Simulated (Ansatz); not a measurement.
hcp Ru, treated with PBE-D3(BJ) in Ansatz (plane waves, PAW).

Numerical settings: plane-wave cutoff 520 eV, 18×18×12 k mesh (along the axes of the cell as run), Fermi–Dirac smearing 0.1 eV, perturbation theory, no spin polarisation, scalar-relativistic PAW data made under PBE.

Computed at the level's own relaxed cell.

```
CELL_PARAMETERS angstrom
      2.69946     0.00000     0.00000
     -1.34973     2.33780     0.00000
      0.00000     0.00000     4.26067
ATOMIC_POSITIONS crystal
  Ru 0.66667 0.33333 0.75000
  Ru 0.33333 0.66667 0.25000
```

Harmonic phonon frequencies (cm⁻¹; i marks an imaginary mode):

| q point | frequencies |
|---|---|
| Γ | 0 0 0 201 201 269 |
| M | 139 181 184 216 218 222 |
| K | (withheld) |
| A | (withheld) |

Problem. Some entries are withheld; supply them.

Solution. 
- K, frequencies: 183 183 211 211 213 268
- A, frequencies: 139 139 139 139 219 219

No imaginary mode appears at these points.

Note: the dispersion coefficients are held fixed in the derivatives.

Ansatz is a program for electronic structure.
